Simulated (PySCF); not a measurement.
PySCF input (M06-2X/6-31G* (5d)):

```python
from pyscf import gto, dft

mol = gto.M(
    atom='''
    C     1.25811390   -0.39527654   -0.00165926
    C     0.11989565    0.60015541   -0.00836938
    N    -1.22240368   -0.12486235    0.00816391
    H     2.20053556    0.15158906   -0.01375427
    H     1.24981792   -1.01581769    0.89610031
    H     1.24027555   -1.03872164   -0.88300628
    H     0.11163414    1.22156711   -0.90196144
    H     0.12113265    1.24436577    0.86896693
    H    -1.30874728   -0.71355094    0.84090172
    H    -1.31759220   -0.73478083   -0.80816955
    H    -2.00828788    0.53011236    0.00394702
    ''',
    basis='6-31g*',
    charge=1,
    spin=0,
    verbose=4,
)

mf = dft.RKS(mol, xc='m062x')
mf.grids.level = 4
mf.conv_tol = 1e-9
mf.max_cycle = 100
mf.max_memory = 1500
mf.kernel()
if not mf.converged:
    mf = mf.newton()
    mf.kernel(mf.make_rdm1())
mf.dip_moment()
```

What final total energy does it give?

-135.45265 Eh.
